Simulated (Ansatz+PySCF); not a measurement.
Results of a calculation; reference values are marked as such.
## Ansatz (development build ahead of 0.2.0) run

```yaml
crystal:
  periodic: [false, false, false]
  atoms:
    - { symbol: Na, position_ang: [0.0, 0.0, -4.25921] }
    - { symbol: Cl, position_ang: [0.0, 0.0, 2.75596] }
basis:
  gaussian: { orbitals: STO-3G }
magnetization:
  spin_polarized: true
hamiltonian:
  xc: hf
correlation:
  method: mp2
  frozen_orbitals: { Cl: 5, Na: 1 }
output:
  forces: true
```

The input is written out in the form of the current development build from the run's settings.

The run gave:

```yaml
Converged: yes
Reference_energy: -614.34047 hartree
Correlation_energy: -0.03800 hartree
Total_energy: -614.37847 hartree
Spin_squared_of_the_determinant: 0.000
Stability_test: minimum
```

Forces (eV/Å):
```csv
atom,Fx,Fy,Fz
Na1,0.000,0.000,0.293
Cl2,0.000,0.000,-0.293
```

Caution: bonds are stretched, where a single reference can fail.
